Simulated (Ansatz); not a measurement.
# One shape, several levels: C2H5F (SMILES CCF)

Aim: a comparison of 6 runs (HF/STO-3G, HF/pcseg-1, B3LYP/6-31G*, BLYP/def2-TZVP, r2SCAN/pcseg-2) of C2H5F. 

The calculation is run with Ansatz 0.2.0.

6 further runs of the same task are left out: 3 for a known fault of the program, 2 that didn't finish, 1 set aside as unsound or not needed.

**1. The molecule**

C2H5F has 8 atoms, charge 0, and is taken as a singlet. SMILES: `CCF`. The shape is that of a PBE0-D4/def2-TZVP optimisation.

Bond lengths: C1–C2 1.504 Å, C2–F3 1.386 Å, C1–H4 1.093 Å, C1–H5 1.092 Å, C1–H6 1.091 Å, C2–H7 1.094 Å, C2–H8 1.094 Å. Some angles: C1–C2–F3 110.1°, C1–C2–H7 111.6°, C1–C2–H8 111.6°, F3–C2–H7 107.4°, F3–C2–H8 107.4°, C2–C1–H4 109.9°, C2–C1–H5 110.8°, C2–C1–H6 110.8°, H7–C2–H8 108.6°, H4–C1–H5 108.4°.

**2. Energy and forces at HF/STO-3G (run 1)**

input.yaml reads:

```yaml
crystal:
  periodic: [false, false, false]
  atoms:
    - {symbol: C, position_ang: [-0.431700, 0.566900, -0.264600]}
    - {symbol: C, position_ang: [0.378400, -0.599100, 0.230500]}
    - {symbol: F, position_ang: [1.663300, -0.186400, 0.546500]}
    - {symbol: H, position_ang: [-1.443900, 0.237400, -0.512600]}
    - {symbol: H, position_ang: [0.018600, 0.998500, -1.160400]}
    - {symbol: H, position_ang: [-0.500300, 1.343000, 0.499800]}
    - {symbol: H, position_ang: [0.464000, -1.381500, -0.529800]}
    - {symbol: H, position_ang: [-0.056300, -1.036000, 1.134800]}
basis:
  gaussian: {orbitals: STO-3G}
hamiltonian: {xc: hf}
total_charge: 0
output: {forces: true, orbitals: {seedname: orbitals}}
accuracy: high
```

The run is started by

```sh
ansatz run input.yaml --threads 1 --pin off --max-ram 2610MiB --events-out events.jsonl --progress --plain --runs-dir runs
```

The program printed:

```text
Warning: RAYON_NUM_THREADS=1 ignored (pool sized by the plan → 1); use --threads N
Functional definition: HF
  name "HF"
  exchange = exact_x
  correlation = 0
371 factors; integrals over basis functions are off by at most 3.3e-8 eV
mean field evaluation 1: about -4780.4358 eV, gradient 2.1e1 eV
mean field evaluation 2: about -4780.6040 eV, gradient 2.1e1 eV
mean field evaluation 4: about -4782.4342 eV, gradient 1.3e0 eV
mean field evaluation 8: about -4782.4416 eV, gradient 6.7e-6 eV
mean field -4782.44159711 eV, -175.7514870383 hartree, gradient 6.1e-9 eV, S^2 0.000000; 0 other end points of the search recorded, 0 dependent functions left out
the calculation of the forces begins
reference -4782.44159711 eV, -175.7514870383 hartree; 13, 13 occupied and 7, 7 virtual orbitals, 371 factors
Total energy: -4782.44159711 eV, -175.7514870383 hartree
Atom 0 at    -0.431700     0.566900    -0.264600 Å, force    -1.385684     1.248055    -0.696165 eV/Å
Atom 1 at     0.378400    -0.599100     0.230500 Å, force     1.500815    -0.951638     0.669356 eV/Å
Atom 2 at     1.663300    -0.186400     0.546500 Å, force     0.367815     0.141928     0.085168 eV/Å
Atom 3 at    -1.443900     0.237400    -0.512600 Å, force     0.278285     0.164422     0.052958 eV/Å
Atom 4 at     0.018600     0.998500    -1.160400 Å, force    -0.096041    -0.094224     0.237617 eV/Å
Atom 5 at    -0.500300     1.343000     0.499800 Å, force     0.039887    -0.182485    -0.194684 eV/Å
Atom 6 at     0.464000    -1.381500    -0.529800 Å, force    -0.328747    -0.179014    -0.153893 eV/Å
Atom 7 at    -0.056300    -1.036000     1.134800 Å, force    -0.376329    -0.147043    -0.000355 eV/Å
Dipole moment:    -0.243383    -0.049698    -0.065766 e Å
```

Run time: 0.44 s. Hardware: 1 thread of Arm Neoverse N1, shared host.

**3. Energy and forces at HF/pcseg-1 (run 2)**

input.yaml: that of step 2 with these lines changed.

```diff
@@ -12,6 +12,9 @@
 basis:
-  gaussian: {orbitals: STO-3G}
-hamiltonian: {xc: hf}
-total_charge: 0
-output: {forces: true, orbitals: {seedname: orbitals}}
+  gaussian:
+    orbitals: pcseg-1.json
+hamiltonian:
+  xc: hf
 accuracy: high
+output:
+  forces: true
+  orbitals: {seedname: orbitals}
```

The basis set pcseg-1 is read from a file made from the Basis Set Exchange's data (not shown).

The run is started by

```sh
ansatz run input.yaml --threads 1 --pin off --max-ram 2610MiB --events-out events.jsonl --progress --plain --runs-dir runs
```

The program printed, cut to the lines that bear on the results:

```text
Warning: RAYON_NUM_THREADS=1 ignored (pool sized by the plan → 1); use --threads N
[... 2 set-up lines as earlier in the session ...]
[...]
1641 factors; integrals over basis functions are off by at most 3.2e-9 eV
[...]
mean field -4844.48012744 eV, -178.0313609767 hartree, gradient 1.3e-8 eV, S^2 0.000000; 0 other end points of the search recorded, 0 dependent functions left out
[...]
reference -4844.48012744 eV, -178.0313609767 hartree; 13, 13 occupied and 54, 54 virtual orbitals, 1641 factors
Total energy: -4844.48012744 eV, -178.0313609767 hartree
Atom 0 at    -0.431700     0.566900    -0.264600 Å, force    -0.063284     0.165658    -0.057317 eV/Å
Atom 1 at     0.378400    -0.599100     0.230500 Å, force     0.048551    -0.350247     0.090202 eV/Å
Atom 2 at     1.663300    -0.186400     0.546500 Å, force    -0.417628    -0.106020    -0.108859 eV/Å
Atom 3 at    -1.443900     0.237400    -0.512600 Å, force     0.209168     0.059407     0.053103 eV/Å
Atom 4 at     0.018600     0.998500    -1.160400 Å, force    -0.080844    -0.077129     0.201248 eV/Å
Atom 5 at    -0.500300     1.343000     0.499800 Å, force     0.034526    -0.152250    -0.165831 eV/Å
Atom 6 at     0.464000    -1.381500    -0.529800 Å, force     0.044534     0.290122     0.281968 eV/Å
Atom 7 at    -0.056300    -1.036000     1.134800 Å, force     0.224976     0.170458    -0.294514 eV/Å
Dipole moment:    -0.446045    -0.107464    -0.117121 e Å
```

It took 3.3 s on 1 thread of Arm Neoverse N1, shared host.

Runs 3 to 5 aren't shown in full; the table further down has their settings and results.

**4. Energy and forces at r2SCAN/pcseg-2 (run 6)**

in.yaml reads:

```yaml
crystal:
  periodic: [false, false, false]
  atoms:
    - {symbol: C, position_ang: [-0.431700, 0.566900, -0.264600]}
    - {symbol: C, position_ang: [0.378400, -0.599100, 0.230500]}
    - {symbol: F, position_ang: [1.663300, -0.186400, 0.546500]}
    - {symbol: H, position_ang: [-1.443900, 0.237400, -0.512600]}
    - {symbol: H, position_ang: [0.018600, 0.998500, -1.160400]}
    - {symbol: H, position_ang: [-0.500300, 1.343000, 0.499800]}
    - {symbol: H, position_ang: [0.464000, -1.381500, -0.529800]}
    - {symbol: H, position_ang: [-0.056300, -1.036000, 1.134800]}
basis:
  gaussian: {orbitals: pcseg-2}
accuracy: high
output: {forces: true, orbitals: {seedname: orbitals}}
hamiltonian: {xc: r2scan}
```

The run is started by

```sh
ansatz run in.yaml --threads 1 --pin off --max-ram 2610MiB --events-out events.jsonl --progress --plain --runs-dir runs
```

The program printed, cut to the lines that bear on the results:

```text
Warning: RAYON_NUM_THREADS=1 ignored (pool sized by the plan → 1); use --threads N
Functional definition: r2SCAN
  name "r2SCAN"
[...]
2922 factors; integrals over basis functions are off by at most 3.5e-9 eV
[...]
mean field -4871.92031636 eV, -179.0397693202 hartree, gradient 3.7e-8 eV, S^2 0.000000; 0 other end points of the search recorded, 0 dependent functions left out
[...]
reference -4871.92031739 eV, -179.0397693579 hartree; 13, 13 occupied and 147, 147 virtual orbitals, 2922 factors
Total energy: -4871.92031739 eV, -179.0397693579 hartree
Atom 0 at    -0.431700     0.566900    -0.264600 Å, force    -0.064071     0.109094    -0.045467 eV/Å
Atom 1 at     0.378400    -0.599100     0.230500 Å, force    -0.317047    -0.214340    -0.052631 eV/Å
Atom 2 at     1.663300    -0.186400     0.546500 Å, force     0.336350     0.115731     0.080844 eV/Å
Atom 3 at    -1.443900     0.237400    -0.512600 Å, force     0.036746     0.014043     0.008594 eV/Å
Atom 4 at     0.018600     0.998500    -1.160400 Å, force    -0.016027    -0.016297     0.032324 eV/Å
Atom 5 at    -0.500300     1.343000     0.499800 Å, force     0.002593    -0.027268    -0.025386 eV/Å
Atom 6 at     0.464000    -1.381500    -0.529800 Å, force     0.005942     0.012617     0.015814 eV/Å
Atom 7 at    -0.056300    -1.036000     1.134800 Å, force     0.015513     0.006420    -0.014092 eV/Å
Dipole moment:    -0.374456    -0.073670    -0.101755 e Å
```

Wall time 42 s (1 thread of Arm Neoverse N1, shared host); peak memory 0.62 GiB.

**5. The series**

| run | level | Cartesian functions | energy (Eh) | dipole moment (D) | HOMO energy (eV) | LUMO energy (eV) | wall time |
| --- | --- | --- | --- | --- | --- | --- | --- |
| 1 | HF/STO-3G | no | -175.751487 | 1.23 | -10.96 | 15.32 | 0.44 s |
| 2 | HF/pcseg-1 | no | -178.031361 | 2.27 | -13.53 | 4.36 | 3.3 s |
| 3 | B3LYP/6-31G* (spherical functions) | no | -179.053605 | 1.70 | -8.72 | 2.79 | 6 s |
| 4 | B3LYP/6-31G* (Cartesian functions) | yes | -179.056207 | 1.70 | -8.73 | 2.79 | 6.3 s |
| 5 | BLYP/def2-TZVP | no | -179.079076 | 1.79 | -7.61 | 0.58 | 16 s |
| 6 | r2SCAN/pcseg-2 | no | -179.039769 | 1.90 | -8.06 | 0.98 | 42 s |

**6. Summary of results**

| quantity | value |
| --- | --- |
| run 6: total energy | -179.03977 Eh |
| run 6: dipole moment | 1.90 D |
| run 6: HOMO energy | -8.06 eV |
| run 6: LUMO energy | 0.98 eV |
| run 6: HOMO–LUMO gap | 9.04 eV |
| run 6: largest force on an atom | 0.386 eV/Å |

In words: The dipole moment (its size) runs from 1.23 D (HF/STO-3G) to 2.27 D (HF/pcseg-1). The HOMO–LUMO gap runs from 8.19 eV (BLYP/def2-TZVP) to 26.28 eV (HF/STO-3G). The two ends differ in method and basis. Totals of different functionals can't be ranked against each other. In run 1 the basis is minimal, so the values are rough. All runs together took 74 s, the longest 42 s.
